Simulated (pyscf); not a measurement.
A first-order saddle from PySCF, ωB97X-D3(BJ)/def2-SVP:

```xyz
6

As     0.1026     1.0474     0.1729
As     1.2380     0.8571    -1.7640
H      0.9806     0.1912     1.3611
H     -0.0758     0.4172    -2.4047
H     -0.6474    -0.4393     0.5057
H      0.2314    -0.5625     1.1819
```

Surface: singlet, charge 0. Lowest wavenumbers (cm⁻¹): 2079i, 341, 407, 454, 536.

Q: Which two sides does it connect, and which bonds change?

A: HAs=AsH + hydrogen (H₂) <-> HAs=AsH + hydrogen (H₂), a four-centre exchange read from left to right: As–H, H–H broken and As–H, H–H formed. At ωB97M-D3(BJ)/def2-TZVP it lies +58.4 kcal/mol from the left side and +58.4 kcal/mol from the right (each side as separated species at their lowest minima found). One saddle was located; it need not be the lowest between these sides. Elements up to Kr have no core potential and no relativistic terms here.
